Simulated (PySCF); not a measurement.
Consider phosphanide, `[PH2-]` ([PH2]-). Atom numbers as in the mapped SMILES `[PH2-:1]`.

These are calculated values, PBE0-D3(BJ)/ma-def2-TZVP in PySCF (grid level 2) at geometries from PBE0-D3(BJ)/ma-def2-SVP. The prefix ma- adds one diffuse s and one diffuse p function on all atoms but H. Thermal corrections: PBE0-D3(BJ)/ma-def2-SVP frequencies, unscaled, ideal gas at 298.15 K and 1 bar, quasi-RRHO entropy.

Problem. What are the vertical and the adiabatic detachment energy for forming the radical?

Solution. 1.15 eV vertical and 1.16 eV adiabatic, the latter with zero-point energy, which puts it above the vertical value.

Problem. Where does the unpaired spin of the relaxed radical sit?

Solution. P1 (phosphorus) 1.05 (intrinsic atomic orbital populations).

Problem. How far is −ε(HOMO) from the vertical value by ΔSCF?

Solution. −ε(HOMO) = -0.70 eV, which is 1.85 eV below the ΔSCF value.

---

Consider `F` (HF). Atom numbers as in the mapped SMILES `[FH:1]`.

Energies: B3LYP-D3(BJ)/ma-def2-TZVP (PySCF, density fitting, integration grid level 2) on PBE0-D3(BJ)/def2-SVP structures. The prefix ma- adds one diffuse s and one diffuse p function on all atoms but H. Thermal corrections: PBE0-D3(BJ)/def2-SVP frequencies, unscaled, ideal gas at 298.15 K and 1 bar, quasi-RRHO entropy.

Problem. What are the vertical and the adiabatic ionisation energy for forming the radical cation?

Solution. 16.30 eV vertical and 16.04 eV adiabatic, the latter with zero-point energy.

Problem. Where does the unpaired spin of the relaxed radical cation sit?

Solution. F1 (fluorine) 1.02 (intrinsic atomic orbital populations).

Problem. How far is −ε(HOMO) from the vertical value by ΔSCF?

Solution. −ε(HOMO) = 11.52 eV, which is 4.77 eV below the ΔSCF value.

Differences come from unrounded values, so a last digit can differ from that of the printed terms.

---

Consider chlorine molecule, `ClCl` (Cl2). Numbering: `[Cl:1][Cl:2]`

Level of theory: M06-2X/ma-def2-TZVP single points in PySCF, grid level 3; every species was optimised with PBE0-D3(BJ)/ma-def2-SVP. Thermal corrections: PBE0-D3(BJ)/ma-def2-SVP frequencies, unscaled, ideal gas at 298.15 K and 1 bar, quasi-RRHO entropy.

Question: What are the vertical and the adiabatic ionisation energy for forming the radical cation?

Answer: 11.77 eV vertical and 11.54 eV adiabatic, the latter with zero-point energy.

Question: Where does the unpaired spin of the relaxed radical cation sit?

Answer: Cl1 (chlorine) 0.50, Cl2 (chlorine) 0.50 (intrinsic atomic orbital populations).

Question: How far is −ε(HOMO) from the vertical value by ΔSCF?

Answer: −ε(HOMO) = 10.18 eV, which is 1.59 eV below the ΔSCF value.

Caveats: spin-orbit coupling is left out of the energies, which matters for open shells on the heavier atoms.
